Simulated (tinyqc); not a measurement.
Inside a calculation. Method: CIS on RHF in the sto-3g basis, frozen core, for H2O, spin multiplicity 1. One step of it, computed by the program tinyqc.

Question. Integrals over molecular orbitals. (pq|rs) = sum C_ip C_jq C_kr C_ls (ij|kl), one index at a time.

coefficients C:
```
              MO1        MO2        MO3        MO4       MO5        MO6        MO7
1O 1s    0.994140  -0.232807   0.000000   0.103808  0.000000  -0.131391   0.000000
1O 2s    0.026479   0.834357   0.000000  -0.539594  0.000000   0.876449   0.000000
1O 2px   0.000000   0.000000   0.000000   0.000000  1.000000   0.000000   0.000000
1O 2py   0.000000   0.000000   0.608138   0.000000  0.000000   0.000000   0.985179
1O 2pz   0.004355   0.129823   0.000000   0.772158  0.000000   0.748895   0.000000
2H 1s   -0.005927   0.158296   0.445923   0.280449  0.000000  -0.793487  -0.836815
3H 1s   -0.005927   0.158296  -0.445923   0.280449  0.000000  -0.793487   0.836815
```

core Hamiltonian H = T + V (hartree), lower triangle:
```
             1O 1s      1O 2s     1O 2px     1O 2py     1O 2pz      2H 1s      3H 1s
1O 1s   -32.717334
1O 2s    -7.611957  -9.331561
1O 2px    0.000000   0.000000  -7.454993
1O 2py    0.000000   0.000000   0.000000  -7.607576
1O 2pz   -0.019143  -0.225432   0.000000   0.000000  -7.550582
2H 1s    -1.736495  -3.722474   0.000000  -2.005516  -1.661549  -5.066572
3H 1s    -1.736495  -3.722474   0.000000   2.005516  -1.661549  -1.619908  -5.066572
```

Two-electron integrals (ij|kl) in chemists' order, unique and non-zero (hartree):
```
(11|11) 4.785065    (21|11) 0.741380    (21|21) 0.136873    (22|11) 1.118947
(22|21) 0.256633    (22|22) 0.817206    (31|31) 0.024477    (32|31) 0.037809
(32|32) 0.180518    (33|11) 1.115814    (33|21) 0.256684    (33|22) 0.817023
(33|33) 0.880159    (41|41) 0.024477    (42|41) 0.037809    (42|42) 0.180518
(43|43) 0.047444    (44|11) 1.115814    (44|21) 0.256684    (44|22) 0.817023
(44|33) 0.785270    (44|44) 0.880159    (51|51) 0.024477    (52|51) 0.037809
(52|52) 0.180518    (53|53) 0.047444    (54|54) 0.047444    (55|11) 1.115814
(55|21) 0.256684    (55|22) 0.817023    (55|33) 0.785270    (55|44) 0.785270
(55|55) 0.880159    (61|11) 0.170510    (61|21) 0.031200    (61|22) 0.058078
(61|33) 0.057968    (61|41) 0.001125    (61|42) 0.002101    (61|44) 0.058176
(61|51) 0.000891    (61|52) 0.001663    (61|54) 0.000164    (61|55) 0.058098
(61|61) 0.007204    (62|11) 0.401476    (62|21) 0.093175    (62|22) 0.326938
(62|33) 0.321499    (62|41) 0.005464    (62|42) 0.041178    (62|44) 0.331343
(62|51) 0.004325    (62|52) 0.032593    (62|54) 0.007792    (62|55) 0.327666
(62|61) 0.021628    (62|62) 0.159915    (63|31) 0.009909    (63|32) 0.057100
(63|43) 0.008626    (63|53) 0.006828    (63|63) 0.023198    (64|11) 0.222181
(64|21) 0.052247    (64|22) 0.195807    (64|33) 0.186858    (64|41) 0.012605
(64|42) 0.080564    (64|44) 0.209877    (64|51) 0.002133    (64|52) 0.018571
(64|54) 0.011392    (64|55) 0.190471    (64|61) 0.012682    (64|62) 0.116333
(64|64) 0.106883    (65|11) 0.175857    (65|21) 0.041354    (65|22) 0.154982
(65|33) 0.147898    (65|41) 0.002133    (65|42) 0.018571    (65|44) 0.152463
(65|51) 0.011598    (65|52) 0.071799    (65|54) 0.012239    (65|55) 0.164413
(65|61) 0.010037    (65|62) 0.092078    (65|64) 0.066237    (65|65) 0.075624
(66|11) 0.530510    (66|21) 0.125124    (66|22) 0.502154    (66|33) 0.481706
(66|41) 0.009784    (66|42) 0.100537    (66|44) 0.519045    (66|51) 0.007744
(66|52) 0.079575    (66|54) 0.029554    (66|55) 0.505098    (66|61) 0.029328
(66|62) 0.304671    (66|64) 0.253194    (66|65) 0.200403    (66|66) 0.774606
(71|11) 0.170510    (71|21) 0.031200    (71|22) 0.058078    (71|33) 0.057968
(71|41) -0.001125   (71|42) -0.002101   (71|44) 0.058176    (71|51) 0.000891
(71|52) 0.001663    (71|54) -0.000164   (71|55) 0.058098    (71|61) 0.007095
(71|62) 0.020961    (71|64) 0.011197    (71|65) 0.009734    (71|66) 0.028083
(71|71) 0.007204    (72|11) 0.401476    (72|21) 0.093175    (72|22) 0.326938
(72|33) 0.321499    (72|41) -0.005464   (72|42) -0.041178   (72|44) 0.331343
(72|51) 0.004325    (72|52) 0.032593    (72|54) -0.007792   (72|55) 0.327666
(72|61) 0.020961    (72|62) 0.131097    (72|64) 0.065445    (72|65) 0.073449
(72|66) 0.206920    (72|71) 0.021628    (72|72) 0.159915    (73|31) 0.009909
(73|32) 0.057100    (73|43) -0.008626   (73|53) 0.006828    (73|63) 0.018434
(73|73) 0.023198    (74|11) -0.222181   (74|21) -0.052247   (74|22) -0.195807
(74|33) -0.186858   (74|41) 0.012605    (74|42) 0.080564    (74|44) -0.209877
(74|51) -0.002133   (74|52) -0.018571   (74|54) 0.011392    (74|55) -0.190471
(74|61) -0.011197   (74|62) -0.065445   (74|64) -0.014662   (74|65) -0.035807
(74|66) -0.090542   (74|71) -0.012682   (74|72) -0.116333   (74|74) 0.106883
(75|11) 0.175857    (75|21) 0.041354    (75|22) 0.154982    (75|33) 0.147898
(75|41) -0.002133   (75|42) -0.018571   (75|44) 0.152463    (75|51) 0.011598
(75|52) 0.071799    (75|54) -0.012239   (75|55) 0.164413    (75|61) 0.009734
(75|62) 0.073449    (75|64) 0.035807    (75|65) 0.058956    (75|66) 0.127287
(75|71) 0.010037    (75|72) 0.092078    (75|74) -0.066237   (75|75) 0.075624
(76|11) 0.161720    (76|21) 0.037867    (76|22) 0.143750    (76|33) 0.140417
(76|44) 0.143192    (76|51) 0.002785    (76|52) 0.024731    (76|55) 0.147486
(76|61) 0.008703    (76|62) 0.069633    (76|64) 0.043599    (76|65) 0.045069
(76|66) 0.136273    (76|71) 0.008703    (76|72) 0.069633    (76|74) -0.043599
(76|75) 0.045069    (76|76) 0.036740    (77|11) 0.530510    (77|21) 0.125124
(77|22) 0.502154    (77|33) 0.481706    (77|41) -0.009784   (77|42) -0.100537
(77|44) 0.519045    (77|51) 0.007744    (77|52) 0.079575    (77|54) -0.029554
(77|55) 0.505098    (77|61) 0.028083    (77|62) 0.206920    (77|64) 0.090542
(77|65) 0.127287    (77|66) 0.344566    (77|71) 0.029328    (77|72) 0.304671
(77|74) -0.253194   (77|75) 0.200403    (77|76) 0.136273    (77|77) 0.774606
```

Give: one-electron integrals over orbitals h = C^T H C; Two-electron integrals over orbitals.

Answer.

one-electron integrals over orbitals h = C^T H C (hartree), lower triangle:
```
          1        2        3        4        5        6        7
1  -32.6997
2    0.5579  -7.6695
3    0.0000   0.0000  -6.3597
4   -0.2368   0.4359   0.0000  -6.9739
5    0.0000   0.0000   0.0000   0.0000  -7.4550
6    0.3022  -1.3792   0.0000  -1.0896   0.0000  -5.3461
7    0.0000   0.0000  -1.7065   0.0000   0.0000   0.0000  -5.5974
```

Two-electron integrals over orbitals (pq|rs), unique and non-zero (hartree); the lowest 1 orbital is frozen and left out:
```
(22|22) 0.7284    (32|32) 0.1441    (33|22) 0.6452    (33|33) 0.6327
(42|22) 0.0037    (42|33) 0.0068    (42|42) 0.1240    (43|32) 0.0199
(43|43) 0.0476    (44|22) 0.6745    (44|33) 0.5979    (44|42) -0.1042
(44|44) 0.7797    (52|52) 0.1445    (53|53) 0.0288    (54|52) -0.0472
(54|54) 0.0559    (55|22) 0.7474    (55|33) 0.6288    (55|42) -0.0696
(55|44) 0.7275    (55|55) 0.8802    (62|22) 0.1431    (62|33) 0.0763
(62|42) 0.0209    (62|44) 0.0869    (62|55) 0.1583    (62|62) 0.1020
(63|32) -0.0392   (63|43) -0.0286   (63|63) 0.0702    (64|22) 0.0960
(64|33) 0.0436    (64|42) -0.0332   (64|44) 0.1225    (64|55) 0.1176
(64|62) 0.0607    (64|64) 0.0700    (65|52) 0.0588    (65|54) -0.0016
(65|65) 0.0385    (66|22) 0.6151    (66|33) 0.5717    (66|42) 0.0581
(66|44) 0.5499    (66|55) 0.5899    (66|62) 0.0976    (66|64) 0.0448
(66|66) 0.5981    (72|32) 0.0403    (72|43) -0.0344   (72|63) 0.0353
(72|72) 0.0619    (73|22) 0.1380    (73|33) 0.0902    (73|42) -0.0771
(73|44) 0.1589    (73|55) 0.1898    (73|62) 0.0764    (73|64) 0.0796
(73|66) 0.0381    (73|73) 0.1530    (74|32) -0.0775   (74|43) 0.0018
(74|63) 0.0445    (74|72) -0.0165   (74|74) 0.0695    (75|53) 0.0237
(75|75) 0.0243    (76|32) 0.0979    (76|43) 0.0480    (76|63) -0.0637
(76|72) -0.0102   (76|74) -0.0581   (76|76) 0.1147    (77|22) 0.6237
(77|33) 0.6103    (77|42) -0.0135   (77|44) 0.6069    (77|55) 0.6240
(77|62) 0.0687    (77|64) 0.0415    (77|66) 0.5666    (77|73) 0.0921
(77|77) 0.6186
```
